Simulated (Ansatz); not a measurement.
System: anatase TiO2 (metastable phase). Method: BLYP (Ansatz, a quantum-chemistry and plane-wave program, PAW).

Run with plane-wave cutoff 520 eV, 12×12×12 k mesh, Fermi–Dirac smearing 0.01 eV, no spin polarisation, scalar-relativistic PAW data made under PBE.

Cell (measured lattice):

TiO₂ is modelled in the tetragonal space group I4₁/amd, origin choice 1 (No. 141), the anatase structure, Pearson symbol tI12. Lattice parameters: a = b = 3.784 Å, c = 9.515 Å, α = β = γ = 90.00°. Ti on 4a sees 6 O at 1.934–1.980 Å. O on 8e sees 3 Ti at 1.934–1.980 Å. (Neighbours: up to the widest gap in distance over summed covalent radii, below 1.35, at either atom; cation-cation and far metal-metal contacts left out.)
(The calculation used a cell of 6 atoms; values per cell refer to that cell.)

Task: What does this level give for the band gap, smallest direct gap on the k points sampled and Γ–Γ gap?

Result: 
- band gap = 2.12 eV (indirect)
- smallest direct gap on the k points sampled = 2.46 eV
- Γ–Γ gap = 2.59 eV

Note: cell and atoms aren't relaxed at this level (largest force component 0.19 eV/Å, pressure 10.2 GPa).

Static lattice: no zero-point or thermal effects.
